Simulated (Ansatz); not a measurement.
Two isomers of C3H5NO: A = `N#CCCO`, B = `N/C=C1/CO1`.

Calculated with Ansatz (gas phase, PBE0-D4/def2-TZVP geometries, no zero-point term in ΔE). CCSD(T)/CBS adds triple-zeta CCSD(T) − MP2 to the extrapolated MP2 energy (def2 sets, frozen cores). DFT in def2-TZVPP. B3LYP here is the variant with VWN-RPA as its local correlation; programs differ in this. Each species was taken in one conformer, which may not be the lowest.

(1) Which is lower in electronic energy at CCSD(T)/CBS, and by how much? (An estimate is asked.)

(2) Give E(B) − E(A) in kJ/mol with r2SCAN-D4, B3LYP-D4, HF/def2-TZVPP, CCSD(T)/def2-TZVPP, B2PLYP, MP2/def2-TZVPP, PBE0-D4. (Best estimate.)

(3) Does the order hold for the free energy at 298.15 K (harmonic terms from PBE0-D4)? (An estimate is asked.)

Largest T1 diagnostic: 0.013.

Results:

(1) Computed: A, by 180.9 kJ/mol.

(2) Computed: r2SCAN-D4 149.9, B3LYP-D4 165.0, HF/def2-TZVPP 213.0, CCSD(T)/def2-TZVPP 188.1, B2PLYP 180.1, MP2/def2-TZVPP 192.2, PBE0-D4 146.5. None reverses the order clearly.

(3) Ansatz gave: Yes: G(B) − G(A) = +183.2 kJ/mol, for one conformer each.

From BLYP to BHLYP (50 % exact exchange), in def2-TZVPP and without D4, E(B) − E(A) moves by +17.9 kJ/mol. Leaving LDA and LC-ωPBE aside and taking each functional with its dispersion term where it has one, the values, not all of them listed here, spread over 43.7 kJ/mol, from PBE-D4 to B2PLYP. LDA lies −24.7 kJ/mol from PBE without D4.
